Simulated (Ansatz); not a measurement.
Cost and result for the atomization energy of `CCC(=O)S` (11 atoms, 10 bonds).

| atom | x (Å) | y (Å) | z (Å) |
| --- | --- | --- | --- |
| C1 | -0.671 | 0.393 | 1.343 |
| C2 | 0.390 | -0.210 | 0.446 |
| C3 | 0.075 | -0.056 | -1.021 |
| O4 | -0.901 | 0.481 | -1.458 |
| S5 | 1.336 | -0.775 | -2.075 |
| H6 | -0.787 | 1.460 | 1.150 |
| H7 | -1.641 | -0.077 | 1.172 |
| H8 | -0.402 | 0.258 | 2.392 |
| H9 | 0.524 | -1.279 | 0.643 |
| H10 | 1.371 | 0.246 | 0.620 |
| H11 | 0.707 | -0.441 | -3.212 |

The species carries charge 0 and has multiplicity 1. The geometry is a stationary point of PBE0-D4/def2-TZVP. It is one conformer, not always the lowest. Program: Ansatz. All runs use 4 threads of an Arm Neoverse V2 on a shared host. Times are those of one run each, without the atoms' runs, and a repeat can differ threefold. Electronic energies, without spin–orbit coupling; frozen cores. CCSD(T)/CBS adds CCSD(T) − MP2 in def2-TZVPP to the MP2 limit, and its time is that of the two runs behind it. T1 = 0.014. B3LYP takes the VWN-RPA correlation (the form of Gaussian; ORCA's B3LYP/G).

CCSD(T)/CBS is a level of theory with its own doubt, some kJ/mol a heavy atom from the limit and from the frozen cores, so smaller differences don't rank the functionals.

```json
{"level": "PBE-D4/def2-TZVPP (with forces)", "functions": "250", "wall time": "2.1 s", "atomization (kJ/mol)": "4493.9", "difference from CCSD(T)/CBS": "140.4", "per bond": "14.0"}
{"level": "PBE0-D4/def2-TZVPP", "functions": "250", "wall time": "2.6 s", "atomization (kJ/mol)": "4392.7", "difference from CCSD(T)/CBS": "39.2", "per bond": "3.9"}
{"level": "B3LYP-D4/def2-TZVPP (with forces)", "functions": "250", "wall time": "4.1 s", "atomization (kJ/mol)": "4359.2", "difference from CCSD(T)/CBS": "5.7", "per bond": "0.6"}
{"level": "r2SCAN-D4/def2-TZVPP (with forces)", "functions": "250", "wall time": "4.3 s", "atomization (kJ/mol)": "4388.1", "difference from CCSD(T)/CBS": "34.6", "per bond": "3.5"}
{"level": "B2PLYP/def2-TZVPP", "functions": "250", "wall time": "5 s", "atomization (kJ/mol)": "4315.7", "difference from CCSD(T)/CBS": "-37.8", "per bond": "-3.8"}
{"level": "ωB97X-V/def2-TZVPP", "functions": "250", "wall time": "6.5 s", "atomization (kJ/mol)": "4369.9", "difference from CCSD(T)/CBS": "16.4", "per bond": "1.6"}
{"level": "ωB97M-V/def2-TZVPP (with forces)", "functions": "250", "wall time": "10 s", "atomization (kJ/mol)": "4377.3", "difference from CCSD(T)/CBS": "23.8", "per bond": "2.4"}
{"level": "MP2/def2-QZVPP", "functions": "478", "wall time": "23 s", "atomization (kJ/mol)": "4392.0", "difference from CCSD(T)/CBS": "38.5", "per bond": "3.9"}
{"level": "CCSD(T)/def2-TZVPP", "functions": "250", "wall time": "2.4 min", "atomization (kJ/mol)": "4244.1", "difference from CCSD(T)/CBS": "-109.4", "per bond": "-10.9"}
{"level": "CCSD(T)/CBS(def2)", "functions": "–", "wall time": "2.8 min", "atomization (kJ/mol)": "4353.5", "difference from CCSD(T)/CBS": "0.0", "per bond": "0.0"}
```

From PBE to PBE0 (25 % exact exchange), in def2-TZVPP and without D4, the atomization energy moves by −97.7 kJ/mol: exact exchange takes away binding that semilocal exchange gives to molecules. The D4 term adds +34.4 kJ/mol with B3LYP and +18.0 kJ/mol with PBE0; it sums over pairs of atoms, weighted by their polarisabilities, and B3LYP, whose exchange is more repulsive, gets the larger term. In def2-TZVPP, CCSD(T) changes the Hartree–Fock value by +1114.5 kJ/mol (the triples alone add +76.3 kJ/mol) and MP2 by +1198.3 kJ/mol; breaking electron pairs costs correlation energy, which Hartree–Fock lacks.
